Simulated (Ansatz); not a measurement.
# BClH3N: the cost of one run

Program: Ansatz 0.2.0. Level of theory: RKS PBE-D4/def2-SVP. These are calculated values, not measurements.

### Step 1. Starting point

Bond lengths: B1–N2 1.750 Å, N2–H3 1.060 Å, N2–H4 1.060 Å, B1–Cl6 1.860 Å. Angles: B1–N2–H3 85.1°, B1–N2–H4 153.2°, H3–N2–H4 120.0°, N2–B1–Cl6 156.2°.

Structure file:

```xyz
6

B     0.0000    0.0000    0.0000
N     1.0346    0.0000    1.4114
H     0.1576   -0.2713    1.9414
H     1.9116    0.2713    1.9414
H     1.3899    0.0000   -0.0116
Cl   -1.6108    0.0000   -0.9300
```

### Step 2. Pulling towards end A

Springs on the bonds that form and break draw the guess towards this end; the thresholds are loose.

input.yaml

```yaml
crystal:
  periodic: [false, false, false]
  atoms:
    - { symbol: B, position_ang: [0.0, 0.0, 0.0] }
    - { symbol: "N", position_ang: [1.0346, 0.0, 1.4114] }
    - { symbol: H, position_ang: [0.1576, -0.2713, 1.9414] }
    - { symbol: H, position_ang: [1.9116, 0.2713, 1.9414] }
    - { symbol: H, position_ang: [1.3899, 0.0, -0.0116] }
    - { symbol: Cl, position_ang: [-1.6108, 0.0, -0.93] }
basis:
  gaussian: { orbitals: def2-SVP }
hamiltonian:
  xc: pbe
  dispersion: d4
relax:
  f_tol: 0.15
  max_steps: 25
  restrain:
    - { distance: [1, 4], at: 2.26, k: 30.0 }
    - { distance: [0, 1], at: 1.55, k: 30.0 }
    - { distance: [0, 4], at: 1.19, k: 30.0 }
output:
  orbitals: {}
```

Run with:

```
> ansatz run input.yaml --threads 1 --pin off --max-ram 2048MiB --backend cpu --events-out ev --progress --plain --runs-dir out
```

What time and memory should one allow on 1 thread of Arm Neoverse V1, shared host?

About 11 s, with a peak of 0.12 GiB.
